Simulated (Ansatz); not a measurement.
## GeCO, triplet in cc-pVDZ: errors against UCCSDT(Q)

Geometry: a PBE0/def2-TZVP stationary point for this spin, not checked as a minimum.

```yaml
atoms:
  - { symbol: Ge, position_ang: [0.0000, 0.0000, 1.6649] }
  - { symbol: C, position_ang: [0.0000, 0.0000, -0.2581] }
  - { symbol: O, position_ang: [0.0000, 0.0000, -1.4068] }
```

Basis cc-pVDZ; Ansatz 0.2.0. Only valence electrons are correlated (noble-gas cores and the filled d shells of p-block atoms frozen), which leaves 14 electrons in 39 orbitals. R marks a restricted (for open shells ROHF) determinant, U an unrestricted one. Active spaces: valence = (12e, 11o, short of the full valence) chosen from the atoms' valence shells. No spin–orbit coupling is included, and no scalar relativity.

Full CI isn't at hand for all of this; UCCSDT(Q) serves as the reference, and is uncertain by the last step of the cluster series or more. The frozen core follows each run's orbitals, which can shift R against U totals by a few meV for light atoms and by up to 0.1 eV past Ca.

```
UHF ⟨S²⟩                          : 2.043
T1 diagnostic (RCCSD)             : 0.0256
largest doubles amplitude (RCCSD) : 0.073
T1 diagnostic (UCCSD)             : 0.0236
```

```
   level  E − E(UCCSDT(Q)) (kcal/mol)  wall time
     UHF                       242.10          –
    UMP2                        21.81          –
   UCCSD                        11.39          –
UCCSD(T)                         1.77      3.2 s
  UCCSDT                         1.03          –
```

Run but not shown, since their state, orbitals or frozen core can't be matched to the reference's or they repeat it: RHF, RMP2, RCCSD, RCCSD(T), BCCD(T), RCCSDT, RCCSDT(Q), CASSCF (valence space), NEVPT2 (valence space), MRCISD (valence space), MRCISD+Q (valence space).

Times hold each run's SCF and search for its determinant on a shared host, so for small cases they say little of a method's own cost; they ran on 1 thread of Arm Neoverse V2.

Natural occupations of CASSCF (valence space) about the gap: 1.989 1.980 1.971 1.952 1.952 1.000 1.000 0.052 0.052 0.031; effectively unpaired electrons, Σ n²(2−n)², 2.05.

Atomization energy (electronic, same basis, no zero-point term; atoms at the same level, unrestricted beside the R rows where the molecule is a closed shell, but restricted open-shell past Ca, as are all atoms' steps beyond CCSDT(Q)) at UCCSDT(Q): 1077.3 kJ/mol. Errors of other levels:

```
   level  error (kJ/mol)
     UHF          -349.9
    UMP2            54.9
   UCCSD           -39.0
UCCSD(T)            -5.3
  UCCSDT            -4.0
```

This basis is far from its limit, so the value isn't to be set against a measured one.
